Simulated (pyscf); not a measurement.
Elementary routes open to HO–SiH: [singlet] in the gas phase (singlet surface):
A. silicon monoxide (O=Si:) [singlet] + hydrogen (H₂) (H–O, H–Si broken; H–H formed)
B. silanone (O=SiH₂) (H–O broken; H–Si formed)

Structures and frequencies: ωB97X-D3(BJ)/def2-SVP in PySCF.

### Question
Rank the routes by free-energy barrier at 298 K, lowest first, for ωB97M-D3(BJ)/def2-TZVP energies (ideal gas, 1 atm, RRHO with modes under 100 cm⁻¹ raised to 100, one conformer, R ln 2 for chiral ones without a mode under 150 cm⁻¹).

### Answer
A (39.8 kcal/mol), B (59.1 kcal/mol)

Route A is the fastest of these, ahead of the next by 19.3 kcal/mol. The most stable products are those of A (ΔG = -5.1 kcal/mol), so kinetics and thermodynamics agree. At 1200 K A is still the fastest. Only these routes are compared; each barrier is that of the saddle found, and lower ones may exist.
